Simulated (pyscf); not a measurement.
`[SiH3][SiH][Cl]` [doublet] + `[H][H]` → `[SiH3][SiH2][Cl]` + `[H]` [doublet], a hydrogen abstraction (doublet surface; H–H broken, H–Si formed). PySCF, gas phase, ωB97X-D3(BJ)/def2-SVP geometries. Energies in kcal/mol from the separated reactants.

Small-basis levels: PySCF, no dispersion term, spherical d functions. AM1 to PM7: differences of heats of formation from MOPAC, which are fitted to 298 K values and so differ in kind from electronic energies by zero-point and thermal terms. Open shells are spin-unrestricted. 

```csv
level,barrier,reaction energy
HF/3-21G,23.5,+14.1
HF/6-31G*,19.7,+8.1
MP2/6-31G*,20.7,+10.9
B3LYP/3-21G,22.0,+22.6
B3LYP/LANL2DZ,21.3,+21.3
PBE/def2-SVP,15.2,+16.1
AM1,35.8,+40.5
PM3,25.0,+41.3
PM6,31.7,+43.9
ωB97M-D3(BJ)/def2-TZVP,19.2,+15.2
```

Against the last row the barrier runs from -4.0 (PBE/def2-SVP) to +16.6 kcal/mol (AM1). At B3LYP/3-21G, PBE/def2-SVP, AM1, PM3, PM6 this geometry lies under one side, so the entry may be no barrier of that level: it is a single point on another level's saddle. ωB97M-D3(BJ)/def2-TZVP has limits of its own. This is the saddle that the search found; another between the same sides may lie lower. The angle at the transferred H is 175°.
